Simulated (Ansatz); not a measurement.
**Scan of [Cl···H···Cl], doublet**

Starting geometry:

```xyz
3

Cl    0.0000    0.0000   -1.4353
H     0.0000    0.0000   -0.1565
Cl    0.0000    0.0000    1.5917
```

From there H2 is moved from one fragment to the other while all else, the fragments' distance too, stays fixed, so the hump isn't the reaction's barrier; atoms are numbered as listed. Energies are in eV, counted from the starting geometry at the same level.

Basis cc-pVTZ; Ansatz 0.2.0. Only valence electrons are correlated (noble-gas cores frozen). R marks a restricted (for open shells ROHF) determinant, U an unrestricted one.

Full CI isn't at hand for all of this; UCCSDT(Q) serves as the reference, and is uncertain by about the last step of the cluster series. The frozen core follows each run's orbitals, which can shift R against U totals by a few meV.

```tsv
distance Cl1-H2 (Å)	UCCSDT(Q)	error RHF	error RCCSD	error UCCSD	error RCCSD(T)	error RCCSDT	error UCCSDT
1.279	0.000	0.000	0.000	0.000	0.000	0.000	0.000
1.336	0.022	0.100	0.017	0.016	0.002	0.002	0.001
1.449	0.133	0.363	0.051	0.045	0.005	0.005	0.004
1.563	0.144	0.398	0.055	0.047	0.005	0.006	0.005
1.677	0.034	0.130	0.021	0.019	0.003	0.002	0.002
```

Errors are those of relative energies. In total energy the starting point itself misses UCCSDT(Q) by: RHF 11.905, RCCSD 0.462, UCCSD 0.457, RCCSD(T) 0.048, RCCSDT 0.017, UCCSDT 0.016 eV.

Spread of the error over the points with a reference, to 1.677 Å (largest less smallest): UCCSDT 0.005, RCCSD(T) 0.005, RCCSDT 0.006, UCCSD 0.047, RCCSD 0.055, RHF 0.398 eV.
